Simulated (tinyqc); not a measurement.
Worked calculation: UKS/BLYP in the sto-6g basis, for OH+, spin multiplicity 3. One step of it, computed by the program tinyqc.

Question. Iteration 2: building the Kohn-Sham matrix. J_ij = sum D_kl (ij|kl) with D = D(alpha) + D(beta); F = H + J + V_xc; E = tr D H + tr D J / 2 + E_xc + E_nn.

D(alpha) after iteration 1:
```
            1O 1s      1O 2s    1O 2px    1O 2py     1O 2pz      2H 1s
1O 1s    1.056367  -0.243947  0.000000  0.000000   0.004344  -0.000927
1O 2s   -0.243947   1.056404  0.000000  0.000000  -0.025441  -0.001545
1O 2px   0.000000   0.000000  1.000000  0.000000   0.000000   0.000000
1O 2py   0.000000   0.000000  0.000000  1.000000   0.000000   0.000000
1O 2pz   0.004344  -0.025441  0.000000  0.000000   0.937346   0.123132
2H 1s   -0.000927  -0.001545  0.000000  0.000000   0.123132   0.016179
```

D(beta) after iteration 1:
```
            1O 1s      1O 2s    1O 2px    1O 2py     1O 2pz      2H 1s
1O 1s    1.056232  -0.243321  0.000000  0.000000   0.005795  -0.002797
1O 2s   -0.243321   1.053795  0.000000  0.000000  -0.032412   0.004028
1O 2px   0.000000   0.000000  0.000000  0.000000   0.000000   0.000000
1O 2py   0.000000   0.000000  0.000000  0.000000   0.000000   0.000000
1O 2pz   0.005795  -0.032412  0.000000  0.000000   0.921993   0.145886
2H 1s   -0.002797   0.004028  0.000000  0.000000   0.145886   0.023166
```

core Hamiltonian H = T + V (hartree):
```
             1O 1s      1O 2s     1O 2px     1O 2py     1O 2pz      2H 1s
1O 1s   -32.279261  -7.127777   0.000000   0.000000  -0.006513  -0.468645
1O 2s    -7.127777  -8.505744   0.000000   0.000000  -0.077540  -1.252464
1O 2px    0.000000   0.000000  -6.804279   0.000000   0.000000   0.000000
1O 2py    0.000000   0.000000   0.000000  -6.804279   0.000000   0.000000
1O 2pz   -0.006513  -0.077540   0.000000   0.000000  -6.841410  -1.032160
2H 1s    -0.468645  -1.252464   0.000000   0.000000  -1.032160  -3.245942
```

Two-electron integrals (ij|kl) in chemists' order, unique and non-zero (hartree):
```
(11|11) 4.787491   (21|11) 0.675884   (21|21) 0.121505   (22|11) 1.117379
(22|21) 0.249212   (22|22) 0.817383   (31|31) 0.025762   (32|31) 0.039145
(32|32) 0.180664   (33|11) 1.117381   (33|21) 0.249212   (33|22) 0.817382
(33|33) 0.880663   (41|41) 0.025762   (42|41) 0.039145   (42|42) 0.180664
(43|43) 0.047461   (44|11) 1.117381   (44|21) 0.249212   (44|22) 0.817382
(44|33) 0.785741   (44|44) 0.880663   (51|51) 0.025762   (52|51) 0.039145
(52|52) 0.180664   (53|53) 0.047461   (54|54) 0.047461   (55|11) 1.117381
(55|21) 0.249212   (55|22) 0.817382   (55|33) 0.785741   (55|44) 0.785741
(55|55) 0.880663   (61|11) 0.046785   (61|21) 0.008076   (61|22) 0.016252
(61|33) 0.016219   (61|44) 0.016219   (61|51) 0.000395   (61|52) 0.000782
(61|55) 0.016317   (61|61) 0.000547   (62|11) 0.140663   (62|21) 0.031944
(62|22) 0.119598   (62|33) 0.117516   (62|44) 0.117516   (62|51) 0.002556
(62|52) 0.020529   (62|55) 0.123764   (62|61) 0.002143   (62|62) 0.024173
(63|31) 0.003168   (63|32) 0.019008   (63|53) 0.004035   (63|63) 0.003011
(64|41) 0.003168   (64|42) 0.019008   (64|54) 0.004035   (64|64) 0.003011
(65|11) 0.114903   (65|21) 0.026412   (65|22) 0.105178   (65|33) 0.100882
(65|44) 0.100882   (65|51) 0.004893   (65|52) 0.035021   (65|55) 0.113771
(65|61) 0.001834   (65|62) 0.025779   (65|65) 0.030064   (66|11) 0.346809
(66|21) 0.080123   (66|22) 0.344056   (66|33) 0.333772   (66|44) 0.333772
(66|51) 0.006310   (66|52) 0.072303   (66|55) 0.364626   (66|61) 0.005386
(66|62) 0.098695   (66|65) 0.119008   (66|66) 0.774999
```

nuclear repulsion = 2.78514322 hartree

V_xc(alpha) (hartree):
```
            1O 1s      1O 2s     1O 2px     1O 2py     1O 2pz      2H 1s
1O 1s   -3.141823  -0.387434   0.000000   0.000000   0.000327  -0.027785
1O 2s   -0.387434  -0.816148   0.000000   0.000000   0.000631  -0.102297
1O 2px   0.000000   0.000000  -0.814773   0.000000   0.000000   0.000000
1O 2py   0.000000   0.000000   0.000000  -0.814773   0.000000   0.000000
1O 2pz   0.000327   0.000631   0.000000   0.000000  -0.818858  -0.084056
2H 1s   -0.027785  -0.102297   0.000000   0.000000  -0.084056  -0.228131
```

V_xc(beta) (hartree):
```
            1O 1s      1O 2s     1O 2px     1O 2py     1O 2pz      2H 1s
1O 1s   -3.112103  -0.364027   0.000000   0.000000   0.000425  -0.026433
1O 2s   -0.364027  -0.684382   0.000000   0.000000   0.001300  -0.091437
1O 2px   0.000000   0.000000  -0.644024   0.000000   0.000000   0.000000
1O 2py   0.000000   0.000000   0.000000  -0.644024   0.000000   0.000000
1O 2pz   0.000425   0.001300   0.000000   0.000000  -0.765128  -0.081163
2H 1s   -0.026433  -0.091437   0.000000   0.000000  -0.081163  -0.242270
```

E_xc = sum of w rho eps_xc = -8.57245094 hartree

Give: Coulomb J; F(alpha); F(beta); total energy of this density.

Answer.

Coulomb J (hartree):
```
         1O 1s  1O 2s  1O 2px  1O 2py  1O 2pz  2H 1s
1O 1s   16.201  2.815   0.000   0.000  -0.001  0.189
1O 2s    2.815  7.068   0.000   0.000   0.002  0.999
1O 2px   0.000  0.000   7.038   0.000   0.000  0.000
1O 2py   0.000  0.000   0.000   7.038   0.000  0.000
1O 2pz  -0.001  0.002   0.000   0.000   7.128  0.869
2H 1s    0.189  0.999   0.000   0.000   0.869  2.813
```

F(alpha) (hartree):
```
          1O 1s   1O 2s  1O 2px  1O 2py  1O 2pz   2H 1s
1O 1s   -19.220  -4.701   0.000   0.000  -0.007  -0.307
1O 2s    -4.701  -2.254   0.000   0.000  -0.075  -0.356
1O 2px    0.000   0.000  -0.581   0.000   0.000   0.000
1O 2py    0.000   0.000   0.000  -0.581   0.000   0.000
1O 2pz   -0.007  -0.075   0.000   0.000  -0.533  -0.247
2H 1s    -0.307  -0.356   0.000   0.000  -0.247  -0.661
```

F(beta) (hartree):
```
          1O 1s   1O 2s  1O 2px  1O 2py  1O 2pz   2H 1s
1O 1s   -19.190  -4.677   0.000   0.000  -0.007  -0.306
1O 2s    -4.677  -2.122   0.000   0.000  -0.075  -0.345
1O 2px    0.000   0.000  -0.411   0.000   0.000   0.000
1O 2py    0.000   0.000   0.000  -0.411   0.000   0.000
1O 2pz   -0.007  -0.075   0.000   0.000  -0.479  -0.244
2H 1s    -0.306  -0.345   0.000   0.000  -0.244  -0.675
```

total energy of this density = -74.83484 hartree
